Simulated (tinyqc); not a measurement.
Inside a calculation. Method: Hueckel theory of the pi electrons, for the molecule C=CC=CC=C (SMILES; centres numbered as the heavy atoms are written). One step of it, computed by the program tinyqc.

Problem. Energy, charges, bond orders. E = sum n x; q_r = z_r - P_rr; bond order p = P_rs; free valence = sqrt(3) - sum of p over the bonds of the atom.

x values: [1.801938, 1.246980, 0.445042, -0.445042, -1.246980, -1.801938]

occupations: [2.000000, 2.000000, 2.000000, 0.000000, 0.000000, 0.000000]

charge and bond-order matrix P, order 1C, 2C, 3C, 4C, 5C, 6C:
```
[[1.000000, 0.871119, 0.000000, -0.387685, 0.000000, 0.301417],
 [0.871119, 1.000000, 0.483435, 0.000000, -0.086268, 0.000000],
 [0.000000, 0.483435, 1.000000, 0.784851, 0.000000, -0.387685],
 [-0.387685, 0.000000, 0.784851, 1.000000, 0.483435, 0.000000],
 [0.000000, -0.086268, 0.000000, 0.483435, 1.000000, 0.871119],
 [0.301417, 0.000000, -0.387685, 0.000000, 0.871119, 1.000000]]
```

Centres:
```
centre  z_r, pi electrons of the neutral centre         h
1C                                            1  0.000000
2C                                            1  0.000000
3C                                            1  0.000000
4C                                            1  0.000000
5C                                            1  0.000000
6C                                            1  0.000000
```

Bonds:
```
i  j  k
1  2  1
2  3  1
3  4  1
4  5  1
5  6  1
```

Give: pi energy = 6 alpha + this times beta; pi charges; Bond orders and lengths from R = 1.517 - 0.180 p; free valence of the carbons; gap between the highest filled and the next level.

Solution.

pi energy = 6 alpha + this times beta = 6.9879

pi charges: [0.0000, 0.0000, 0.0000, 0.0000, 0.0000, 0.0000]

Bond orders and lengths from R = 1.517 - 0.180 p (angstrom, C-C alone):
```
bond       p       R
1-2   0.8711  1.3602
2-3   0.4834  1.4300
3-4   0.7849  1.3757
4-5   0.4834  1.4300
5-6   0.8711  1.3602
```

free valence of the carbons: [0.8609, 0.3775, 0.4638, 0.4638, 0.3775, 0.8609]

gap between the highest filled and the next level = 0.8901 |beta|
